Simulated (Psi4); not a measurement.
**AlNH3 (SMILES [NH2][AlH]) at UCCSD(T)/aug-cc-pVDZ (DKH3)**

Aim: the energy difference between two shapes of AlNH3 at UCCSD(T)/aug-cc-pVDZ (DKH3), from 2 runs. The job is set up through a QCSchema input.

The calculation is run with Psi4 1.11.

1 further run of the same task is left out (set aside as unsound or not needed).

**1. The system as given**

AlNH3 has 5 atoms, charge 0, and is taken as a doublet. SMILES: `[NH2][AlH]`. The coordinates come from a PBE0-D4/def2-TZVP relaxation. This is one conformer, not always the lowest.

Bond lengths: N1–Al2 1.774 Å, N1–H3 1.007 Å, N1–H4 1.009 Å, Al2–H5 1.604 Å. Angles: N1–Al2–H5 115.7°, Al2–N1–H3 125.4°, Al2–N1–H4 124.3°, H3–N1–H4 110.2°.

**2. The energy at UCCSD(T)/aug-cc-pVDZ (DKH3)**

File alh3n.json:

```json
{
  "schema_name": "qcschema_input",
  "schema_version": 1,
  "molecule": {
    "schema_name": "qcschema_molecule",
    "schema_version": 2,
    "symbols": ["N", "Al", "H", "H", "H"],
    "geometry": [-0.22034207, -1.24873102, 0.33089104, 1.58094488, 1.57584262, 0.22827892, 0.28062433, -2.84460474, 1.23871547, -1.9091903, -1.47927761, -0.52421003, 0.36244947, 3.85768691, -1.35191007],
    "molecular_charge": 0,
    "molecular_multiplicity": 2
  },
  "driver": "energy",
  "model": {
    "method": "ccsd(t)",
    "basis": "aug-cc-pVDZ"
  },
  "keywords": {
    "reference": "uhf",
    "scf_type": "pk",
    "freeze_core": true,
    "relativistic": "dkh",
    "dkh_order": 3
  }
}
```

Started as:

```bash
$ psi4 --qcschema alh3n.json -n 1 --memory 1600MB
```

stdout:

```text
[...]
  Running in c1 symmetry.
[...]
  Nuclear repulsion =   46.235092004163874
[...]
  Multiplicity = 2
[...]
  Nalpha       = 12
  Nbeta        = 11
[...]
    Number of basis functions: 77
[...]
   @UHF iter   1:  -298.38187497115973   -7.02397e-01   7.09527e-03 ADIIS/DIIS
[...]
   @UHF iter  14:  -298.52877472866368   -2.78533e-12   2.95917e-09 DIIS
[...]
   @S^2 Observed:                7.550816500E-01
[...]
    Orbital Energies [Eh]
    ---------------------
    Alpha Occupied:
       1A    -58.617482     2A    -15.547022     3A     -4.916805
       4A     -3.215998     5A     -3.212446     6A     -3.210545
       7A     -1.111922     8A     -0.641147     9A     -0.603088
      10A     -0.474692    11A     -0.397126    12A     -0.299952
    Alpha Virtual:
      13A      0.026605    14A      0.031014    15A      0.034987
      16A      0.045344    17A      0.074048    18A      0.078288
      19A      0.078586    20A      0.111734    21A      0.122227
      22A      0.148908    23A      0.149923    24A      0.186281
      25A      0.190289    26A      0.208704    27A      0.210825
[...]
  @UHF Final Energy:  -298.52877472866368
   => Energetics <=
    Nuclear Repulsion Energy =             46.2350920041638744
    One-Electron Energy =                -505.4200575644100013
    Two-Electron Energy =                 160.6561908315824780
    Total Energy =                       -298.5287747286636773
  UHF NO Occupations:
  HONO-2 :   10  A 1.9994856
  HONO-1 :   11  A 1.9980875
[...]
 Multipole Moments:
 ------------------------------------------------------------------------------------
     Multipole            Electronic (a.u.)      Nuclear  (a.u.)        Total (a.u.)
 ------------------------------------------------------------------------------------
 L = 1.  Multiply by 2.5417464519 to convert [e a0] to [Debye]
 Dipole X            :          2.2088508           -2.2703034           -0.0614527
 Dipole Y            :          1.1929351           -1.5586141           -0.3656790
 Dipole Z            :          0.7677699           -0.6584655            0.1093044
 Magnitude           :                                                    0.3865812
[...]
      * MP2 total energy                      = -298.768507120910101
[...]
      * CCSD total energy                     = -298.790342316533611
[...]
      * CCSD(T) total energy                     = -298.798215225042156
[...]
```

The result, in JSON:

```text
{
 "driver": "energy",
 "model": {
  "method": "ccsd(t)",
  "basis": "aug-cc-pVDZ"
 },
 "success": true,
 "return_result": -298.79821522504216,
 "properties": {
  "calcinfo_nbasis": 77,
  "calcinfo_nmo": 77,
  "calcinfo_nalpha": 12,
  "calcinfo_nbeta": 11,
  "calcinfo_natom": 5,
  "nuclear_repulsion_energy": 46.235092004163874,
  "return_energy": -298.79821522504216,
  "scf_one_electron_energy": -505.42005756441,
  "scf_two_electron_energy": 160.65619083158248,
  "scf_dipole_moment": [-0.061452655185286975, -0.3656790167164998, 0.10930438121870667],
  "scf_total_energy": -298.5287747286637,
  "scf_iterations": 14,
  "mp2_same_spin_correlation_energy": -0.05475842670504254,
  "mp2_opposite_spin_correlation_energy": -0.18497396554211018,
  "mp2_singles_energy": -1.2498139726437146e-24,
  "mp2_doubles_energy": -0.2397323922471527,
  "mp2_correlation_energy": -0.2397323922471527,
  "mp2_total_energy": -298.7685071209101,
  "ccsd_same_spin_correlation_energy": -0.05008227596970312,
  "ccsd_opposite_spin_correlation_energy": -0.2114853119009787,
  "ccsd_singles_energy": 1.834925368072101e-15,
  "ccsd_doubles_energy": -0.2615675878706818,
  "ccsd_correlation_energy": -0.26156758787067996,
  "ccsd_total_energy": -298.7903423165336,
  "ccsd_iterations": 17,
  "ccsd_prt_pr_correlation_energy": -0.26944049637920997,
  "ccsd_prt_pr_total_energy": -298.79821522504216
 }
}
```

Run time: 23 s. Hardware: 1 thread of Intel Xeon Platinum 8488C (Sapphire Rapids), shared host; peak memory 0.5 GiB.

**3. The distorted shape**

alh3n.json, as its differences from that of step 2:

```diff
@@ -7,3 +7,3 @@
     "symbols": ["N", "Al", "H", "H", "H"],
-    "geometry": [-0.22034207, -1.24873102, 0.33089104, 1.58094488, 1.57584262, 0.22827892, 0.28062433, -2.84460474, 1.23871547, -1.9091903, -1.47927761, -0.52421003, 0.36244947, 3.85768691, -1.35191007],
+    "geometry": [0.05947724, -1.08264866, 0.18863624, 1.72758951, 1.53597884, 0.02565492, 0.06333228, -2.47386504, 1.13443472, -2.0503434, -1.48791366, -0.80964182, 0.10269339, 3.73572588, -1.37779932],
     "molecular_charge": 0,
```

Started as:

```bash
$ psi4 --qcschema alh3n.json -n 1 --memory 1600MB
```

stdout:

```text
[...]
  Running in c1 symmetry.
[...]
  Nuclear repulsion =   48.198987151783527
[...]
  Multiplicity = 2
[...]
  Nalpha       = 12
  Nbeta        = 11
[...]
    Number of basis functions: 77
[...]
   @UHF iter   1:  -298.28297416980314   -5.85768e-01   7.67645e-03 ADIIS/DIIS
[...]
   @UHF iter  15:  -298.46174630051371   -3.52429e-12   8.37647e-09 DIIS
[...]
   @S^2 Observed:                7.569250369E-01
[...]
    Orbital Energies [Eh]
    ---------------------
    Alpha Occupied:
       1A    -58.603494     2A    -15.552192     3A     -4.907954
       4A     -3.207578     5A     -3.202807     6A     -3.201975
       7A     -1.127802     8A     -0.666845     9A     -0.564380
      10A     -0.467985    11A     -0.413975    12A     -0.297350
    Alpha Virtual:
      13A      0.027785    14A      0.030289    15A      0.034857
      16A      0.046072    17A      0.073359    18A      0.075044
      19A      0.082892    20A      0.111557    21A      0.120197
      22A      0.150288    23A      0.152068    24A      0.181218
      25A      0.186332    26A      0.205426    27A      0.214130
[...]
  @UHF Final Energy:  -298.46174630051371
   => Energetics <=
    Nuclear Repulsion Energy =             48.1989871517835269
    One-Electron Energy =                -509.2723096998581696
    Two-Electron Energy =                 162.6115762475609472
    Total Energy =                       -298.4617463005137097
  UHF NO Occupations:
  HONO-2 :   10  A 1.9993941
  HONO-1 :   11  A 1.9977098
[...]
 Multipole Moments:
 ------------------------------------------------------------------------------------
     Multipole            Electronic (a.u.)      Nuclear  (a.u.)        Total (a.u.)
 ------------------------------------------------------------------------------------
 L = 1.  Multiply by 2.5417464519 to convert [e a0] to [Debye]
 Dipole X            :          2.6666475           -2.8135054           -0.1468579
 Dipole Y            :          0.9220183           -1.4539417           -0.5319234
 Dipole Z            :          0.7575054           -0.5866922            0.1708132
 Magnitude           :                                                    0.5776564
[...]
      * MP2 total energy                      = -298.703265424881920
[...]
      * CCSD total energy                     = -298.725982995102640
[...]
      * CCSD(T) total energy                     = -298.734167402915034
[...]
```

The result, in JSON:

```text
{
 "driver": "energy",
 "model": {
  "method": "ccsd(t)",
  "basis": "aug-cc-pVDZ"
 },
 "success": true,
 "return_result": -298.73416740291503,
 "properties": {
  "calcinfo_nbasis": 77,
  "calcinfo_nmo": 77,
  "calcinfo_nalpha": 12,
  "calcinfo_nbeta": 11,
  "calcinfo_natom": 5,
  "nuclear_repulsion_energy": 48.19898715178353,
  "return_energy": -298.73416740291503,
  "scf_one_electron_energy": -509.27230969985817,
  "scf_two_electron_energy": 162.61157624756095,
  "scf_dipole_moment": [-0.1468578892694521, -0.5319233816614548, 0.17081323054081998],
  "scf_total_energy": -298.4617463005137,
  "scf_iterations": 15,
  "mp2_same_spin_correlation_energy": -0.05505999197133005,
  "mp2_opposite_spin_correlation_energy": -0.1864591323955239,
  "mp2_singles_energy": -7.499934384891775e-25,
  "mp2_doubles_energy": -0.24151912436685394,
  "mp2_correlation_energy": -0.24151912436685394,
  "mp2_total_energy": -298.7032654248819,
  "ccsd_same_spin_correlation_energy": -0.05018446676606933,
  "ccsd_opposite_spin_correlation_energy": -0.21405222782151687,
  "ccsd_singles_energy": -7.459636397597548e-15,
  "ccsd_doubles_energy": -0.2642366945875862,
  "ccsd_correlation_energy": -0.2642366945875937,
  "ccsd_total_energy": -298.72598299510264,
  "ccsd_iterations": 18,
  "ccsd_prt_pr_correlation_energy": -0.27242110239993234,
  "ccsd_prt_pr_total_energy": -298.73416740291503
 }
}
```

Run time: 23 s. Hardware: 1 thread of Intel Xeon Platinum 8488C (Sapphire Rapids), shared host; peak memory 0.51 GiB.

**4. Outcome**

Level: UCCSD(T)/aug-cc-pVDZ (DKH3), 6 core orbitals frozen.

```
                                                                   quantity          value
                                                  first shape: total energy  -298.79822 Eh
    first shape: HOMO energy (Hartree–Fock orbitals) (highest over α and β)       -8.16 eV
     first shape: LUMO energy (Hartree–Fock orbitals) (lowest over α and β)        0.59 eV
                   first shape: correlation energy (6 core orbitals frozen)     -269.4 mEh
                                                first shape: (T) correction      -7.87 mEh
                             first shape: ⟨S²⟩ of the reference determinant          0.755
                                                 first shape: T1 diagnostic          0.023
                                              distorted shape: total energy  -298.73417 Eh
distorted shape: HOMO energy (Hartree–Fock orbitals) (highest over α and β)       -8.09 eV
 distorted shape: LUMO energy (Hartree–Fock orbitals) (lowest over α and β)        0.54 eV
               distorted shape: correlation energy (6 core orbitals frozen)     -272.4 mEh
                                            distorted shape: (T) correction      -8.18 mEh
                         distorted shape: ⟨S²⟩ of the reference determinant          0.757
                                             distorted shape: T1 diagnostic          0.024
                                     energy change with the atoms displaced       1.743 eV
```

With the atoms displaced the energy rises by 1.74 eV (168 kJ/mol). The first shape isn't relaxed at this level, so the change isn't measured from a minimum. The triples (first shape) make up 2.9 % of the correlation energy. The triples (distorted shape) make up 3.0 % of the correlation energy.
